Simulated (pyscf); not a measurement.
HS–GaH₂ (SMILES [SH][GaH2]) + H₂S (SMILES S) → HS–GaH–SH (SMILES [SH][GaH][SH]) + H₂ (SMILES [H][H]), a four-centre exchange (singlet surface; Ga–H, H–S broken, Ga–S, H–H formed). Optimised with ωB97X-D3(BJ)/def2-SVP in PySCF. Energies in kcal/mol from the separated reactants.

AM1 to PM7: differences of heats of formation from MOPAC, which are fitted to 298 K values and so differ in kind from electronic energies by zero-point and thermal terms. 

### Question
In single points AM1 puts the saddle at -13.4 kcal/mol and the reaction energy at -24.1 kcal/mol. Should these be trusted to within a few kcal/mol? Compare with ωB97M-D3(BJ)/def2-TZVP.

### Answer
ωB97M-D3(BJ)/def2-TZVP gives ΔE‡ = 15.7 kcal/mol and ΔE = -16.3 kcal/mol. AM1 lies 29.1 kcal/mol under it in the barrier and 7.8 kcal/mol under it in the reaction energy, so on this step it does not hold to within 3.0 kcal/mol. At AM1 this geometry lies under one side, so its ΔE‡ may be no barrier of that level. ωB97M-D3(BJ)/def2-TZVP has limits of its own. On the reactant side the descent ends in an adduct with a Ga–S contact (not fully relaxed), 12.5 kcal/mol under the separated species and 24.4 kcal/mol under the saddle at ωB97X-D3(BJ)/def2-TZVP. What is counted as formed (Ga–S) is already present as a longer contact in the reactant adduct; forming that adduct is a step of its own. At ωB97X-D3(BJ)/def2-TZVP the barrier from the zero used here is 11.9 kcal/mol. This is the saddle that the search found; another between the same sides may lie lower. In the def2 sets elements up to Kr have no core potential.
